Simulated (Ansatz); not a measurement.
## How far each method lies from full CI for GaAs⁺, quartet

Geometry: that of the GaAs⁺, doublet, kept fixed.

```xyz
2

Ga    0.0000    0.0000    0.0000
As    0.0000    0.0000    2.5851
```

Basis cc-pVDZ; Ansatz 0.2.0. Only valence electrons are correlated (noble-gas cores and the filled d shells of p-block atoms frozen), which leaves 7 electrons in 26 orbitals. R marks a restricted (for open shells ROHF) determinant, U an unrestricted one. Active spaces: valence = (7e, 8o) chosen from the atoms' valence shells. No spin–orbit coupling is included, and no scalar relativity.

Full CI is exact within this basis and frozen core; it isn't the basis-set limit. The frozen core follows each run's orbitals, which can shift R against U totals by a few meV for light atoms and by up to 0.1 eV past Ca.

The UHF ⟨S²⟩ is 3.787, the T1 diagnostic (RCCSD) is 0.0294 and the largest doubles amplitude (RCCSD) is 0.086.

```
                     level  E − E(full CI) (kJ/mol)  share of correlation (%)  wall time
                       RHF                    318.8                      0.00          –
                      RMP2                     78.9                     75.24          –
                     RCCSD                      9.5                     97.01          –
                  RCCSD(T)                      2.4                     99.26        4 s
                   BCCD(T)                      2.4                     99.26      2.5 s
                    RCCSDT                      0.5                     99.85          –
                 RCCSDT(Q)                      0.0                     99.99      6.5 s
    CASSCF (valence space)                    206.5                     35.22          –
    NEVPT2 (valence space)                     43.8                     86.25      5.5 s
NEVPT4(SD) (valence space)                      0.9                     99.72        6 s
    MRCISD (valence space)                      8.2                     97.43          –
  MRCISD+Q (valence space)                     -2.6                    100.81      6.5 s
```

The correlation energy at full CI, counted from RHF, is -3.304 eV. That run took 2.2 min on 1 thread of Arm Neoverse V2, shared host over 5,352,180 determinants.

Run but not shown, since their state, orbitals or frozen core can't be matched to the reference's or they repeat it: UHF, UMP2, UCCSD, UCCSD(T), UCCSDT, UCCSDT(Q).

Times hold each run's SCF and search for its determinant on a shared host, so for small cases they say little of a method's own cost; they ran on 1 thread of Arm Neoverse V2. Some runs computed forces too.

More than 5 meV below full CI, which no variational method can be: MRCISD+Q (valence space).

The full-CI state has the irrep A2 of C2v, in the program's axes (one component, if the state is degenerate).

Natural occupations of full CI about the gap: 1.952 1.901 0.990 0.988 0.988 0.035 0.035 0.035 0.010 0.010; effectively unpaired electrons, Σ n²(2−n)², 3.06.
